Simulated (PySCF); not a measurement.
Mapped SMILES: `[CH3:1][CH2:2][CH2:3][CH:4]=[O:5]`. Hydrogens are named by the atom that carries them.

GIAO shifts from PySCF 2.14 on PBE0-D3(BJ)/def2-TZVP geometries (one conformer, non-relativistic, equivalent nuclei averaged), against TMS at the same level and in the same medium; PCM means IEF-PCM chloroform.

Measured (solution, not stated per compound (mostly CDCl3 or CCl4); Pretsch, Buehlmann, Badertscher, Structure Determination of Organic Compounds, 4th ed. (2009)): C3 45.7, C2 15.7, C1 13.3, H(C3) 2.37, H(C2) 1.64, H(C1) 0.97 ppm.

Problem. Which unscaled values do B97-2/pcSseg-2, gas; WP04/pcSseg-2, PCM; wB97X-D/pcSseg-2, PCM give, and how close are they?

Solution. 
```
atoms  measured  B97-2/pcSseg-2, gas  WP04/pcSseg-2, PCM  wB97X-D/pcSseg-2, PCM
   C3      45.7                 53.0                52.9                   53.8
   C2      15.7                 19.2                22.1                   18.8
   C1      13.3                 16.1                17.1                   15.5
H(C3)      2.37                 2.44                2.61                   2.64
H(C2)      1.64                 1.62                1.55                   1.50
H(C1)      0.97                 0.92                0.93                   0.92
```

Mean absolute error for ¹³C: B97-2/pcSseg-2, gas 4.5, WP04/pcSseg-2, PCM 5.8, wB97X-D/pcSseg-2, PCM 4.5 ppm.

Mean absolute error for ¹H: B97-2/pcSseg-2, gas 0.05, WP04/pcSseg-2, PCM 0.12, wB97X-D/pcSseg-2, PCM 0.15 ppm.
